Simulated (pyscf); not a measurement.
Thermochemistry of product channels of F–CH(F)–Cl on the singlet surface, in kJ/mol, from CCSD(T)/def2-TZVPP + ΔMP2(QZVPP) energies (ideal gas, 1 atm, RRHO with modes under 100 cm⁻¹ raised to 100, one conformer, R ln 2 for rigid chiral ones). Structures and frequencies: ωB97X-D3(BJ)/def2-SVP in PySCF. Correlated levels are frozen-core, on RHF or UHF. ΔMP2 is the change of the MP2 total energy from the triple- to the quadruple-zeta basis.

```
products                    ΔE  ΔH(298 K)  ΔG(298 K)  ΔG(900 K)
----------------------  ------  ---------  ---------  ---------
F–C:–F [singlet] + HCl  +211.5     +192.6     +148.8          …
HF + F–C:–Cl [singlet]       …     +238.7     +193.5      +98.9
```

Q: Fill in the missing entries.

A: 
- F–C:–F [singlet] + HCl, ΔG(900 K): +58.5
- HF + F–C:–Cl [singlet], ΔE: +254.6

These are energies of the channels, which say nothing of barriers. The CCSD(T) − MP2 part came from Ansatz, without density fitting, on the same reference.
